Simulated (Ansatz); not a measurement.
CH$_{5}$Si (`C[SiH2]`) radical from Hartree–Fock to CCSD(T)

Cartesian coordinates in Å:
```
C 0.627 -0.408 0.330
Si -0.970 0.509 -0.020
H 1.230 -0.491 -0.580
H 1.219 0.115 1.083
H 0.424 -1.417 0.695
H -1.812 -0.208 -1.019
H -0.718 1.900 -0.490
```

Total charge 0; spin multiplicity 2. Geometry: relaxed with PBE0-D4/def2-TZVP. Frozen core, unrestricted reference, the Gaussian-basis code of Ansatz. CBS rows extrapolate triple and quadruple zeta; past MP2 they add the triple-zeta difference.

```csv
basis,HF (Eh),MP2 corr.
def2-SVP,-329.55169,-0.23562
def2-TZVPP,-329.69888,-0.29149
def2-QZVPP,-329.70995,-0.31058
```

(1) Estimate the CCSD correlation energy and the (T) correction in each basis where they were run (hartree).

Results:

(1) 
| basis | CCSD corr. | (T) |
| --- | --- | --- |
| def2-SVP | -0.27307 | -0.00681 |
| def2-TZVPP | -0.32709 | -0.01108 |
| CBS(def2) | -0.36032 | as TZ |
